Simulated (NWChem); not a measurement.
Molecule: acetonitrile (C2H3N); SMILES CC#N

```xyz
6

C      0.0000     0.0000    -1.1749
C      0.0000     0.0000     0.2783
N      0.0000     0.0000     1.4352
H      0.7293     0.7293    -1.5554
H      0.2669    -0.9962    -1.5554
H     -0.9962     0.2669    -1.5554
```
Atoms are numbered in this order, from 1.

All runs: NWChem. Geometry: optimised at PBE0/def2-SVP.

For level B3LYP/STO-3G:

```
Item                         Result
---------------------------  ------
highest occupied level (eV)   -7.59
orbital gap (eV)              11.45
dipole (D)                     3.02
```

Q: Estimate the same quantities for level B3LYP/def2-SVP.

A: 
| Quantity | Value |
|---|---|
| highest occupied level (eV) | -9.04 |
| orbital gap (eV) | 9.89 |
| dipole (D) | 3.75 |
